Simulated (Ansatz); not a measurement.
A run of Ansatz (development build ahead of 0.2.0) on doublet SO₂(+) at this shape:

```yaml
atoms:
  - { symbol: S, position_ang: [-0.1318, -0.0061, 0.3873] }
  - { symbol: O, position_ang: [0.9225, -0.8294, 0.1370] }
  - { symbol: O, position_ang: [-0.6156, 0.8505, -0.8966] }
```

Its results:

```yaml
Converged: yes
Total_energy: -546.51407 hartree
Spin_squared_of_the_determinant: 0.881
Stability_test: minimum
```

Forces (eV/Å):
| atom | Fx | Fy | Fz |
| --- | --- | --- | --- |
| S1 | -3.473 | 3.116 | -0.355 |
| O2 | 2.531 | -1.810 | -1.087 |
| O3 | 0.942 | -1.306 | 1.442 |

Task: Which input gives this output? Name the method, the orbitals and the basis set, and write the input.

Result: UHF in def2-SVP.

```yaml
crystal:
  periodic: [false, false, false]
  atoms:
    - { symbol: S, position_ang: [-0.13185, -0.00613, 0.38727] }
    - { symbol: O, position_ang: [0.92246, -0.82942, 0.13696] }
    - { symbol: O, position_ang: [-0.6156, 0.85052, -0.89664] }
basis:
  gaussian: { orbitals: def2-SVP }
total_charge: 1
magnetization:
  spin_polarized: true
  initial_magnetization: 1
hamiltonian:
  xc: hf
output:
  forces: true
```

Caution: the unrestricted determinant is spin contaminated.
